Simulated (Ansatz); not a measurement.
Ansatz input

```yaml
crystal:
  lattice:
    - [3.7742977453, 0.0, 0.0]
    - [-1.8871488726, 3.2686377289, 0.0]
    - [0.0, 0.0, 12.0861956806]
  atoms:
    - { symbol: La, position: [0.0, 1.0, 1.0], spin: 1.0, spin_axis: [0, 0, 1] }
    - { symbol: La, position: [0.0, 1.0, 0.5], spin: 1.0, spin_axis: [0, 0, 1] }
    - { symbol: La, position: [0.3333333333, 0.6666666667, 0.75], spin: 1.0, spin_axis: [0, 0, 1] }
    - { symbol: La, position: [0.6666666667, 0.3333333333, 0.25], spin: 1.0, spin_axis: [0, 0, 1] }
hamiltonian:
  xc: pbe
  pseudopotentials:
    kind: paw_fr
    azcp:
      La: "pseudopotentials/La.paw.azcp"
basis:
  ecutwfc: 420
  fft_grid_basis: typed
kpoints:
  mp_grid: { grid: [10, 10, 3], shift: [0, 0, 0] }
magnetization:
  noncollinear: true
  spin_orbit: true
scf:
  occupations: { method: fermi_dirac, width: 0.05 }
```

and its output:

```
Engine: ansatz 0.2.0, x86_64-unknown-linux-gnu
Pseudopotentials: kind: paw_fr
Pseudopotential: La, paw_fr, valence charge 11, recommended cutoff 420 eV (normal) 
Functional definition: PBE
  parameter kappa = 0.804
  parameter beta = 0.06672455060314922
  exchange = pbe_x(kappa = kappa, mu = beta*pi^2/3)
  correlation = pbe_c(beta = beta)
Crystal: 4 atoms, lattice volume = 149.105 Å³
Basis set: ecut = 420 eV, 2933 PW (Γ)
Bands: 54, of which v1, the nominal top of the filled ones, is band 44 counted from 1 (43 counted from 0)
Symmetry: 12 space group operations + 12 with time reversal
Magnetic group: BNS 194.270 (UNI 1500), of the structure as read, at distance tolerance 5.3e-5 Å
k-points: 28 of 300 (time reversal used)
Projection manifold: j_resolved (fully-relativistic pseudo-atomic orbitals)
Non-local potential: La, projectors of the file, l = 0: 3, l = 1: 4, l = 2: 4, l = 3: 6
PAW form: soft (Blöchl's): semilocal exchange-correlation on the pseudo side does not see the compensation charge
PAW one-centre angular grid: La, 590 points (default); XC on 64 Gauss nodes
Initial density: superposition of atomic densities (chi_scale 0.1, normalization cell)
Starting moments: Σ|m| = 4 μB on 4 of 4 sites
Initial wavefunctions: pseudopotential atomic-orbital guess
Functional: x = pbe(κ = 0.804, μ = 0.2195149727645171), c = pbe(β = 0.06672455060314922)
iter 1 solved again at ethr=1.75e-3 eV; its pass at ethr=3.10e-3 eV (dr2=7.69e-1 eV) is discarded
SCF iter   1: F=—  HF=-25021.577588 eV  |F-HF|=—  |Δ(HF+E_count)|=         —  Δρ=3.89e-2  dr2=7.76e-1  dr2_m=5.17e-1  ethr=1.75e-3  |M|=1.17e0 ∫|m|=1.17e0 μB  |m|>n=0.0e0 m-floor=0.0e0 τ_xc=4.3e-15 mc-row=0.0e0  β_m=0.30  ⟨swp⟩=1.0  Hψ=12033  notcnv=0
spin=Noncollinear: Kerker preconditioning applied to the charge; magnetization (m_x, m_y, m_z) channels mix plain (no charge-response kernel on spin).
SCF iter   2: F=—  HF=-25021.609212 eV  |F-HF|=—  |Δ(HF+E_count)|=   3.16e-2  Δρ=2.85e-2  dr2=4.08e-1  dr2_m=2.77e-1  ethr=1.75e-3  |M|=9.67e-1 ∫|m|=9.67e-1 μB  |m|>n=0.0e0 m-floor=0.0e0 τ_xc=2.8e-4 mc-row=0.0e0  β_m=0.30  ⟨swp⟩=3.6  Hψ=1935  notcnv=0
SCF iter   3: F=—  HF=-25021.530041 eV  |F-HF|=—  |Δ(HF+E_count)|=   7.92e-2  Δρ=2.03e-2  dr2=6.25e-3  dr2_m=1.41e-1  ethr=9.27e-4  |M|=8.53e-1 ∫|m|=8.53e-1 μB  |m|>n=0.0e0 m-floor=0.0e0 τ_xc=4.0e-4 mc-row=0.0e0  β_m=0.30  ⟨swp⟩=7.6  Hψ=4471  notcnv=0  defer=8
SCF iter   4: F=—  HF=-25021.586467 eV  |F-HF|=—  |Δ(HF+E_count)|=   5.64e-2  Δρ=1.51e-2  dr2=3.67e-3  dr2_m=7.83e-2  ethr=1.42e-5  |M|=7.14e-1 ∫|m|=7.14e-1 μB  |m|>n=0.0e0 m-floor=0.0e0 τ_xc=4.3e-4 mc-row=0.0e0  β_m=0.30  ⟨swp⟩=5.1  Hψ=3529  notcnv=0  defer=7
SCF iter   5: F=—  HF=-25021.618395 eV  |F-HF|=—  |Δ(HF+E_count)|=   3.19e-2  Δρ=1.13e-2  dr2=1.38e-4  dr2_m=4.34e-2  ethr=8.33e-6  |M|=6.07e-1 ∫|m|=6.07e-1 μB  |m|>n=0.0e0 m-floor=0.0e0 τ_xc=4.1e-4 mc-row=0.0e0  β_m=0.30  ⟨swp⟩=4.8  Hψ=3474  notcnv=0  defer=7
...
SCF iter  12: F=—  HF=-25021.665652 eV  |F-HF|=—  |Δ(HF+E_count)|=   1.40e-5  Δρ=4.53e-5  dr2=2.07e-8  dr2_m=7.01e-7  ethr=2.27e-10  |M|=4.13e-3 ∫|m|=8.22e-3 μB  |m|>n=0.0e0 m-floor=0.0e0 τ_xc=4.2e-7 mc-row=0.0e0  β_m=0.97  ⟨swp⟩=2.7  Hψ=6398  notcnv=0
SCF iter  13: F=—  HF=-25021.665658 eV  |F-HF|=—  |Δ(HF+E_count)|=   6.32e-6  Δρ=1.00e-5  dr2=1.15e-8  dr2_m=3.42e-8  ethr=4.69e-11  |M|=1.05e-3 ∫|m|=1.24e-3 μB  |m|>n=0.0e0 m-floor=0.0e0 τ_xc=1.0e-8 mc-row=0.0e0  β_m=0.99  ⟨swp⟩=5.5  Hψ=5789  notcnv=0
SCF iter  14: F=—  HF=-25021.665658 eV  |F-HF|=—  |Δ(HF+E_count)|=   2.71e-7  Δρ=2.22e-6  dr2=1.97e-9  dr2_m=1.69e-9  ethr=2.61e-11  |M|=1.50e-4 ∫|m|=3.51e-4 μB  |m|>n=0.0e0 m-floor=0.0e0 τ_xc=8.9e-10 mc-row=0.0e0  β_m=0.99  ⟨swp⟩=4.2  Hψ=4272  notcnv=0
SCF iter  15: F=—  HF=-25021.665658 eV  |F-HF|=—  |Δ(HF+E_count)|=   1.75e-8  Δρ=8.76e-7  dr2=1.34e-11  dr2_m=2.63e-10  ethr=4.47e-12  |M|=1.79e-5 ∫|m|=1.53e-4 μB  |m|>n=0.0e0 m-floor=0.0e0 τ_xc=1.4e-10 mc-row=0.0e0  β_m=1.00  ⟨swp⟩=4.1  Hψ=3965  notcnv=0
SCF iter  16: F=-25021.665658 eV  HF=-25021.665658 eV  |F-HF|=1.64e-10  |Δ(HF+E_count)|=   3.25e-9  Δρ=3.13e-7  dr2=8.81e-12  dr2_m=3.35e-11  ethr=1.00e-12  |M|=3.11e-6 ∫|m|=5.79e-5 μB  |m|>n=0.0e0 m-floor=0.0e0 τ_xc=7.9e-12 mc-row=0.0e0  ⟨swp⟩=4.1  Hψ=3673  notcnv=0
WARN: the starting moments were not kept: the SCF closed with an absolute magnetisation of 5.7e-5 μB, where they sum to 4 μB in size (4 sites). That is at most 0.1 of that sum. Measured as dr2_m measures the in/out step, that magnetisation stands 9.9e-11 eV from none, at or under the dr2_threshold of 1.0e-7 eV: it is no larger than a step whose dr2_m would equal this threshold. The system may hold no moment; this SCF shows only that its start led to no more than that. To try another start: raise the starting moments (crystal.atoms[].spin, magnetization.per_species, magnetization.initial_magnetization, or on a non-collinear deck that types none of these the spinor_matrix: blocks that start its atoms; where the total moment is fixed, keep their sum and leave initial_magnetization as it is; typed ones take the place of any that the run laid by itself, positive ones on a crystal's lanthanoids without a Hubbard term where scf.initial_density.shell_occupations: [] is typed) or, if the notice of its spin-set hold's release reads "site moments contracting" or "site moments show no strong build", lengthen the hold (scf.mixing.spin_hold: { on: { confirm: 4 } }; for m-r²SCAN on two components see the key's manual first). Each may lead to a state that holds a moment. A second SCF, from the converged charge density, with the starting moments and any scf.initial_density.shell_occupations laid on it anew, would have followed, and was not run: the deck does not ask for one (magnetization.retry_lost_moments is false, the default). To let it run, set magnetization.retry_lost_moments: true and run the deck again, where that key's refused combinations let it; where memory then withholds it, that run's warning says so.
SCF 1 converged in 16 iterations: F = -25021.665658 eV  dr2 = 8.81e-12
SCF converged after 16 iterations
Magnetization: |M| = 0.0000 μB,  M = (-0.0000, -0.0000, +0.0000) μB
Absolute magnetization: 0.0001 μB (∫|m|, with the PAW one-centre terms)
  site 0: m = (+0.0000, +0.0000, -0.0000) μB, |m| = 0.0000 μB  (R = 1.54 Å)
  site 1: m = (-0.0000, -0.0000, -0.0000) μB, |m| = 0.0000 μB  (R = 1.54 Å)
  site 2: m = (+0.0000, +0.0000, +0.0000) μB, |m| = 0.0000 μB  (R = 1.54 Å)
  site 3: m = (-0.0000, -0.0000, +0.0000) μB, |m| = 0.0000 μB  (R = 1.54 Å)
Free energy (F): -25021.665658 eV
Harris-Foulkes:  -25021.665658 eV  (|F-HF|=1.64e-10)
Internal energy: -25021.610345 eV  (E = F + TS)
E sigma→0 (E₀):  -25021.638002 eV
Entropy (-TS):   -0.055313 eV (-13.828 meV/atom)
Fermi energy:    10.998382 eV
--- Per-component energies (eV) ---
  E_band       = -185.308797
  E_kinetic    = 771.537561
  E_local      = -1343.053156  (includes V_loc(G=0)·N_el)
  E_nonlocal   = 377.754206
  E_hartree    = 424.914230
  E_xc         = -556.603555
  E_vxc        = -589.278262  (∫ρ·V_xc dr)
  E_paw        = -21683.413819  (= ΣΔE_a)
  E_vpaw       = -252.097599  (= ΣTr[D̂ρ^β])
  E_aug_tail   = -0.000001  (compensation charges beyond the density's cutoff)
  E_ewald      = -3012.745812
  E_smearing   = -0.055313  (= −TS)
  E_closure    = 0.000000  (closes the sum)
  Σ components = -25021.665658   (vs F -25021.665658, Δ=0.00e0)
```
